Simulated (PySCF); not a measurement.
Basis set benchmark on one molecule

Molecule: 1-Butyne, C4H6.

Structure with atom numbers: `[CH:1]#[C:2][CH2:3][CH3:4]` (H(Xn): hydrogen on atom n).

Geometry PBE0-D3(BJ)/def2-SVP throughout; GIAO in PySCF 2.14.0 with density-fitted response routines, gas phase, one conformer, non-relativistic; equivalent atoms averaged; functional PBE0.

Reference values (measured; solution, not stated per compound (mostly CDCl3 or CCl4); Pretsch, Buehlmann, Badertscher, Structure Determination of Organic Compounds, 4th ed. (2009)): δ(C3) = 12.3 ppm, δ(C4) = 13.8 ppm, δ(H(C3)) = 2.16 ppm, δ(H(C4)) = 1.15 ppm, δ(C2) = 85.5 ppm, δ(C1) = 67.1 ppm. Computed shifts are taken against TMS, calculated as an isolated molecule at each level.

How do the basis sets STO-3G, 6-31G, pcSseg-0, 6-31G*, def2-SVP, cc-pVDZ, pcSseg-1, 6-311+G(2d,p), aug-cc-pVDZ, def2-TZVP, IGLO-III, cc-pVTZ, pcSseg-2 perform against the reference? Times are CPU seconds on shared hosts with different chips, so compare them loosely.

## Answers


```
    basis set  functions    C3    C4  H(C3)  H(C4)    C2    C1  mean abs. error C  mean abs. error H  core-s
       STO-3G         26  21.2  19.2   1.36   0.93  63.3  65.2                9.6               0.51     1.5
        6-31G         48  14.3  15.5   2.20   1.25  80.4  67.5                2.3               0.07     2.7
     pcSseg-0         48  13.0  16.5   2.00   1.23  90.8  80.3                5.5               0.12     2.2
       6-31G*         68  13.8  15.0   2.10   1.11  75.9  64.8                3.6               0.05     3.5
     def2-SVP         86  12.4  14.3   1.96   0.95  81.2  67.9                1.4               0.20     4.1
      cc-pVDZ         86  15.6  15.9   2.10   1.04  81.9  68.3                2.5               0.08     4.5
     pcSseg-1         98  14.6  15.7   2.14   1.12  88.4  73.8                3.5               0.02      12
6-311+G(2d,p)        144  14.4  14.9   2.22   1.09  88.6  71.1                2.6               0.06     8.8
  aug-cc-pVDZ        146  15.6  15.4   2.30   1.17  81.7  64.9                2.7               0.08      10
    def2-TZVP        160  15.2  15.6   2.22   1.09  88.7  70.8                2.9               0.06      10
     IGLO-III        200  15.2  15.6   2.26   1.10  90.6  72.9                3.9               0.07      15
      cc-pVTZ        204  14.8  15.3   2.22   1.10  87.7  71.2                2.6               0.05      16
     pcSseg-2        228  15.6  16.1   2.24   1.11  91.7  74.0                4.7               0.06      10
```

For 13C the closest is def2-SVP (1.4 ppm) and the furthest STO-3G (9.6 ppm).

For 1H the closest is pcSseg-1 (0.02 ppm, with 6-31G* practically level) and the furthest STO-3G (0.51 ppm). Where a smaller basis beats a larger one, errors probably cancel; the largest sets show where the functional converges. One molecule is a small sample, and vibrational and solvent effects are absent from the calculation.

A small basis that lands close on one nucleus may do so by chance; judge by the trend and by all nuclei.
